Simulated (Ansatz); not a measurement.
Species: CH₄O, charge 1, multiplicity 2. 
Geometry from a B3LYP-D3(BJ)/def2-TZVP (Ansatz, a program for electronic structure) optimisation:
```xyz
6

C     -0.0733     0.6211     0.1251
O      0.0496    -0.6923    -0.1845
H     -1.1776     0.8533     0.1127
H      0.6233    -1.2067     0.4321
H      0.4613     0.9684     1.0035
H      0.1358     1.1968    -0.8226
```
Charge +1, spin multiplicity 2.

Basis-set convergence of Hartree-Fock and CCSD(T) correlation energies (hartree) with Ansatz. Correlated levels leave the core frozen unless marked. Open shells are spin-unrestricted. No spin-orbit coupling. Non-relativistic.

| basis | functions | E(HF) | E(corr, CCSD(T)) |
|---|---|---|---|
| cc-pVDZ | - | -114.69396 | -0.34396 |
| cc-pVTZ | 116 | [?] | [?] |

Q: What belongs in the gaps?

A: 
- cc-pVTZ, E(HF): -114.73008
- cc-pVTZ, E(corr, CCSD(T)): -0.42404
